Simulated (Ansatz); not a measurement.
## Calibrating BHLYP-D4/def2-TZVPP on S-containing molecules

The atomisation enthalpy at 298 K in kJ/mol of 6 S-containing molecules: x at BHLYP-D4/def2-TZVPP, y from tabulated heats of molecules and atoms (CRC Handbook of Chemistry and Physics). Shapes, held fixed at every level: PBE0-D4/def2-TZVP. Flexible molecules stand in one conformer, not always the lowest. Computed values hold a harmonic thermal term (PBE0-D4/def2-TZVP) and the atoms' spin-orbit lowering. Programs: Ansatz 0.2.0.

| molecule | x (kJ/mol) | y (kJ/mol) |
| --- | --- | --- |
| C2H6OS (dimethyl sulfoxide) | 3282 | 3419 |
| C2H4N2S2 (dithiooxamide) | 3534 | ? |
| C3H8S2 (1,3-propanedithiol) | 4355 | 4478 |
| C4H10S (methyl propyl sulfide) | 5282 | 5407 |
| C4H10S2 (diethyl disulfide) | 5530 | 5681 |
| C4H10OS (diethyl sulfoxide) | 5582 | 5779 |

Question: Fit y = c + s·x to the known rows and predict y for C2H4N2S2.

Answer: 
1. Means of the 5 rows: x = 4806.20, y = 4952.8.
2. Σ(Δx)² = 3878905, Σ(Δx·Δy) = 3936193, so the slope is 3936193/3878905 = 1.0148.
3. Intercept: 4952.8 − (1.0148) × 4806.20 = 75.5. The largest residual of the fit is 39.
4. C2H4N2S2: 75.5 + 1.0148 × 3534 = 3662 kJ/mol.

The tabulated heats give 3722 kJ/mol, so the prediction is off by -60 kJ/mol, more than the largest residual. Uncorrected, BHLYP-D4/def2-TZVPP misses C2H4N2S2 by -188 kJ/mol, and the other rows by 147 on average. The line removes about 65 % of this miss. Left out in turn, the other rows are missed by 39 kJ/mol on average, so much of the error is systematic among these molecules.
